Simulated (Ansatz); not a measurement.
**GaH2⁺, triplet in cc-pVTZ: errors against full CI**

Geometry: a point of a bend scan, not a stationary point.

| atom | x (Å) | y (Å) | z (Å) |
| --- | --- | --- | --- |
| Ga | 0.0000 | 0.0000 | -0.0398 |
| H | 0.0000 | 1.0592 | 1.3760 |
| H | 0.0000 | -1.0592 | 1.3760 |

Basis cc-pVTZ; Ansatz 0.2.0. Correlated methods freeze the noble-gas cores and the filled d shells of p-block atoms, which leaves 4 electrons in 57 orbitals. R marks a restricted (for open shells ROHF) determinant, U an unrestricted one. Active spaces: pair = (4e, 4o) about the gap; valence = (4e, 6o) chosen from the atoms' valence shells. No spin–orbit coupling is included, and no scalar relativity.

Full CI is exact within this basis and frozen core; it isn't the basis-set limit. The frozen core follows each run's orbitals, which can shift R against U totals by a few meV for light atoms and by up to 0.1 eV past Ca.

For open shells CISD is restricted-active-space CI with the open shells as a complete middle space.

```
UHF ⟨S²⟩                          : 2.052
T1 diagnostic (RCCSD)             : 0.0371
largest doubles amplitude (RCCSD) : 0.093
```

```csv
level,E − E(RHF) (eV)
RMP2,-1.4560
RCCSD,-1.8496
RCCSD(T),-1.8845
```

Question: Estimate how far full CI in cc-pVTZ lies from RCCSD(T). The table doesn't fix it; the size of (T) and the diagnostics are the guide.

Answer: Full CI in cc-pVTZ lies 1.0 kJ/mol below RCCSD(T), which is 31 % of the (T) step (-3.4 kJ/mol). T1 is raised, and the rest is a large part of (T).

The other levels:

```csv
level,E − E(full CI) (kJ/mol),share of correlation (%),wall time
CISD,3.9,97.88,7.5 s
BCCD(T),1.1,99.41,10 s
RCCSDT,0.0,99.99,–
RCCSDT(Q),0.0,100.01,43 s
CASSCF (pair space),118.2,35.38,–
NEVPT2 (pair space),41.2,77.46,8.5 s
MRCISD (pair space),4.4,97.60,–
MRCISD+Q (pair space),-0.8,100.43,9.5 s
CASSCF (valence space),69.0,62.27,–
NEVPT2 (valence space),18.5,89.88,9.5 s
MRCISD (valence space),1.6,99.12,–
MRCISD+Q (valence space),0.4,99.77,14 s
```

The correlation energy at full CI, counted from RHF, is -1.895 eV. That run took 22 s on 1 thread of Intel Xeon, shared host over 645,788 determinants.

Run but not shown, since their state or frozen core can't be matched to the reference's or they repeat it: UHF, UMP2, UCCSD, UCCSD(T), UCCSDT, UCCSDT(Q).

Times hold each run's SCF and search for its determinant on a shared host, so for small cases they say little of a method's own cost; they ran on 1 thread of Intel Xeon.

More than 5 meV below full CI, which no variational method can be: MRCISD+Q (pair space).

The full-CI state has the irrep B2 of C2v, in the program's axes.

Natural occupations of full CI about the gap: 1.923 1.000 0.984 0.026 0.025 0.017 0.007 0.003 0.003 0.003; effectively unpaired electrons, Σ n²(2−n)², 2.03.
